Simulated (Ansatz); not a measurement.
**Two structures, one formula**

Two relaxed structures of Si2H4O, closed shell (PBE0-D4/def2-TZVP; forces vanish, vibrations not checked).

A:

```
7
angstrom
O -0.6663 -1.9444 1.3011
Si -1.3954 -0.9535 0.1949
Si 0.3160 0.7927 0.1087
H 0.1871 -1.7026 1.6720
H 0.8758 0.9522 -1.2660
H -0.2295 2.1215 0.5153
H 1.4583 0.4750 1.0262
```

B:

```json
{"atom": "O1", "x (Å)": "-0.8807", "y (Å)": "-1.8768", "z (Å)": "1.4044"}
{"atom": "Si2", "x (Å)": "-0.7146", "y (Å)": "-1.1308", "z (Å)": "0.0886"}
{"atom": "Si3", "x (Å)": "0.5397", "y (Å)": "0.8528", "z (Å)": "-0.0618"}
{"atom": "H4", "x (Å)": "-1.3375", "y (Å)": "-1.6152", "z (Å)": "-1.1819"}
{"atom": "H5", "x (Å)": "0.5213", "y (Å)": "1.3643", "z (Å)": "-1.4572"}
{"atom": "H6", "x (Å)": "-0.0614", "y (Å)": "1.8530", "z (Å)": "0.8557"}
{"atom": "H7", "x (Å)": "1.9333", "y (Å)": "0.5527", "z (Å)": "0.3521"}
```

Program: Ansatz 0.2.0. Basis: def2-TZVPP. Cores are frozen in the correlated methods. B3LYP uses VWN-RPA correlation.

Task: Which structure is lower at CCSD(T), and by how much? (Judge from chemistry; the value comes from the calculation.)

Result: Computed: B, by 0.96 kcal/mol (electronic energy, against the other); a gap this small isn't resolved in one triple-zeta basis. By their contacts, A is Si₂H₄O ([OH][Si][SiH3]) and B is Si₂H₄O ([O][SiH][SiH3]).

Task: Do the other methods give the same order? (Judge from chemistry; the calculation decides.)

Result: By the calculation: Not all: PBE0-D4, wB97M-V, HF, CCSD give the other order.

```tsv
method	E(B) − E(A) (kcal/mol)
PBE-D4	-1.47
r2SCAN-D4	-3.96
PBE0-D4	0.21
B3LYP-D4	-1.26
wB97M-V	1.67
HF	1.88
MP2	-5.33
CCSD	0.42
CCSD(T)	-0.96
```

T1 diagnostic: at most 0.021. The restricted Hartree–Fock reference is unstable towards an unrestricted one at one or more of these structures.

Labels in which every atom is bracketed show which atoms are joined, not bond orders.

For scale, one of the runs: CCSD(T)/def2-TZVPP, 171 basis functions, launched by `ansatz run in.yaml --threads 2 --pin off --events-out ev --progress --plain --max-ram 4352MiB`. Time: 23 s of wall clock on 2 CPU threads of an Arm Neoverse V1; the host was shared. Peak host memory: 1.3 GiB.
